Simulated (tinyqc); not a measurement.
Inside a calculation (part 2 of 2). Method: ROHF in the sto-3g basis, for CH, spin multiplicity 4. Computed by tinyqc, a small Python program that keeps every step (integrals from PySCF). Command: `OMP_NUM_THREADS=1 python tinyqc.py 27610 27611 out.jsonl` (the two numbers bound the seeds that draw the settings). One thread of a shared host (Intel(R) Xeon(R) Processor @ 2.60GHz), about 0.08 s of CPU time with the checks.

Geometry (angstrom):

| atom | x | y | z |
|---|---|---|---|
| C | 0.000000 | 0.000000 | 0.000000 |
| H | 0.000000 | 0.000000 | 2.236000 |

## Iteration 12 (converged): orbitals

converged F (hartree), lower triangle:
```
             1C 1s      1C 2s    1C 2px    1C 2py     1C 2pz      2H 1s
1C 1s   -10.902207
1C 2s    -2.926584  -1.346030
1C 2px    0.000000   0.000000  0.028641
1C 2py    0.000000   0.000000  0.000000  0.028641
1C 2pz   -0.001050  -0.002822  0.000000  0.000000   0.278512
2H 1s    -0.056522  -0.091525  0.000000  0.000000  -0.042219  -0.103281
```

X, lower triangle:
```
            1C 1s      1C 2s    1C 2px    1C 2py     1C 2pz     2H 1s
1C 1s    1.024305
1C 2s   -0.129668   1.027102
1C 2px   0.000000   0.000000  1.000000
1C 2py   0.000000   0.000000  0.000000  1.000000
1C 2pz  -0.000573   0.003646  0.000000  0.000000   1.004627
2H 1s    0.005980  -0.043754  0.000000  0.000000  -0.055821  1.007377
```

Diagonalise F' = X^T F X, C = X C', fill 5 alpha and 2 beta electrons from the bottom; D(s) = C_occ C_occ^T. Each column has its largest component positive (the first on a tie).

F' = X^T F X (hartree), lower triangle:
```
            1          2         3         4          5          6
1  -10.684386
2   -1.499357  -0.816366
3    0.000000   0.000000  0.028641
4    0.000000   0.000000  0.000000  0.028641
5   -0.002639   0.001963  0.000000  0.000000   0.285513
6    0.012133  -0.048720  0.000000  0.000000  -0.052945  -0.093256
```

orbital energies (hartree): MO1 -10.907173, MO2 -0.598534, MO3 -0.095657, MO4 0.028641, MO5 0.028641, MO6 0.292869

coefficients C:
```
              MO1        MO2        MO3        MO4       MO5        MO6
1C 1s    0.994122  -0.276806   0.033625   0.000000  0.000000  -0.004532
1C 2s    0.022715   1.025632  -0.144331   0.000000  0.000000   0.020304
1C 2px   0.000000   0.000000   0.000000   0.997525  0.070318   0.000000
1C 2py   0.000000   0.000000   0.000000  -0.070318  0.997525   0.000000
1C 2pz   0.000200   0.001467   0.082761   0.000000  0.000000   1.002772
2H 1s   -0.000977   0.055367   0.989548   0.000000  0.000000  -0.193914
```

D(alpha) after iteration 12, lower triangle:
```
            1C 1s      1C 2s    1C 2px    1C 2py    1C 2pz     2H 1s
1C 1s    1.066031
1C 2s   -0.266173   1.073268
1C 2px   0.000000   0.000000  1.000000
1C 2py   0.000000   0.000000  0.000000  1.000000
1C 2pz   0.002576  -0.010435  0.000000  0.000000  0.006852
2H 1s    0.016976  -0.086058  0.000000  0.000000  0.081977  0.982273
```

D(beta) after iteration 12, lower triangle:
```
            1C 1s     1C 2s    1C 2px    1C 2py    1C 2pz     2H 1s
1C 1s    1.064900
1C 2s   -0.261320  1.052437
1C 2px   0.000000  0.000000  0.000000
1C 2py   0.000000  0.000000  0.000000  0.000000
1C 2pz  -0.000207  0.001510  0.000000  0.000000  0.000002
2H 1s   -0.016297  0.056764  0.000000  0.000000  0.000081  0.003066
```

Within a degenerate level the vectors are fixed only up to a rotation; this is one choice.

## Convergence

Stop when the energy changes by less than 1e-09 hartree and every element of the error matrix X^T (F D S - S D F) X is below 9e-06.

Course of the cycle:

| iteration | E (hartree) | change | largest element of the error matrix |
|---|---|---|---|
| 1 | -38.16768336 | - | 1.13e-01 |
| 2 | -37.27295888 | 8.95e-01 | 3.44e-01 |
| 3 | -37.49547975 | -2.23e-01 | 2.23e-01 |
| 4 | -37.64015562 | -1.45e-01 | 7.40e-02 |
| 5 | -37.66418642 | -2.40e-02 | 1.93e-02 |
| 6 | -37.66587889 | -1.69e-03 | 6.80e-03 |
| 7 | -37.66592901 | -5.01e-05 | 1.80e-03 |
| 8 | -37.66593237 | -3.35e-06 | 4.84e-04 |
| 9 | -37.66593260 | -2.36e-07 | 1.29e-04 |
| 10 | -37.66593262 | -1.67e-08 | 3.49e-05 |
| 11 | -37.66593262 | -1.19e-09 | 9.33e-06 |
| 12 | -37.66593262 | -8.51e-11 | 2.53e-06 |

PySCF ROHF in the same basis = -37.66593262 hartree

Converged in 12 iterations.

## Populations, bond orders and dipole

overlap S, lower triangle:
```
           1C 1s     1C 2s    1C 2px    1C 2py    1C 2pz     2H 1s
1C 1s   1.000000
1C 2s   0.248362  1.000000
1C 2px  0.000000  0.000000  1.000000
1C 2py  0.000000  0.000000  0.000000  1.000000
1C 2pz  0.000000  0.000000  0.000000  0.000000  1.000000
2H 1s   0.004409  0.083894  0.000000  0.000000  0.110283  1.000000
```

Mulliken: Z minus the diagonal of D S on the atom; Loewdin: the same with S^(1/2) D S^(1/2); Mayer order: 2 sum_s sum (D(s) S)_ij (D(s) S)_ji over the two atoms.

Charges (e):

| atom | Mulliken | Loewdin | Mulliken spin |
|---|---|---|---|
| 1C | -0.008066 | -0.009057 | 2.023597 |
| 2H | 0.008066 | 0.009057 | 0.976403 |

Mayer bond orders:

| pair | order |
|---|---|
| 2-1 | 0.046573 |

dipole moment about the origin, x y z (debye): 0.000000  0.000000  0.104143
